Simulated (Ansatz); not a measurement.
# H2Cl+: geometry and frequencies at several levels

The task here is to estimate one member of a computed series from the others.

Method: the levels named in each step, in Ansatz 0.2.0.

### The system as given

Bond lengths: Cl1–H2 1.294 Å, Cl1–H3 1.294 Å. Angles: H2–Cl1–H3 98.9°.

Coordinates:

```xyz
3

Cl    0.0001    0.0453   -0.0003
H    -0.9856   -0.7933    0.0002
H     0.9812   -0.7987    0.0092
```

Set-up of the first run:

Input file input.yaml:

```yaml
crystal:
  periodic: [false, false, false]
  atoms:
    - { symbol: Cl, position_ang: [0.00022858, 0.07756923, -0.00046036] }
    - { symbol: H, position_ang: [-0.96276196, -0.80950204, 0.00037986] }
    - { symbol: H, position_ang: [0.95830338, -0.81475719, 0.0091805] }
total_charge: 1
basis:
  gaussian: { orbitals: def2-TZVPP }
hamiltonian:
  xc: pbe0
  dispersion: d4
phonons: {}
```

Started as:

```console
$ ansatz run input.yaml --threads 1 --pin off --max-ram 2560MiB --backend cpu --events-out ev --progress --plain --runs-dir out
```

Among the steps run: Frequencies, PBE0-D4/def2-TZVPP; Relaxation, PBE-D4/def2-TZVPP; Frequencies, PBE-D4/def2-TZVPP; Relaxation, r2SCAN-D4/def2-TZVPP; Frequencies, r2SCAN-D4/def2-TZVPP; Relaxation, B3LYP-D4/def2-TZVPP; Frequencies, B3LYP-D4/def2-TZVPP; Relaxation, B2PLYP/def2-TZVPP; Frequencies, B2PLYP/def2-TZVPP.

One of the session's tables, all rows but one given; the rest of the session is left out.

| level | Cl1–H2 (Å) | Cl1–H3 (Å) | highest frequency (cm⁻¹) |
| --- | --- | --- | --- |
| PBE0-D4/def2-TZVPP | 1.3093 | 1.3093 | 2755 |
| PBE-D4/def2-TZVPP | 1.3209 | 1.3209 | 2657 |
| r2SCAN-D4/def2-TZVPP | ? | ? | ? |
| B3LYP-D4/def2-TZVPP | 1.3120 | 1.3120 | 2711 |
| B2PLYP/def2-TZVPP | 1.3063 | 1.3063 | 2759 |

Estimate the missing values for r2SCAN-D4/def2-TZVPP.

**Answer.** Cl1–H2 (Å): 1.3108; Cl1–H3 (Å): 1.3108; highest frequency (cm⁻¹): 2729. In the column «Cl1–H2 (Å)» it lies between PBE0-D4/def2-TZVPP (1.3093) and B3LYP-D4/def2-TZVPP (1.3120).
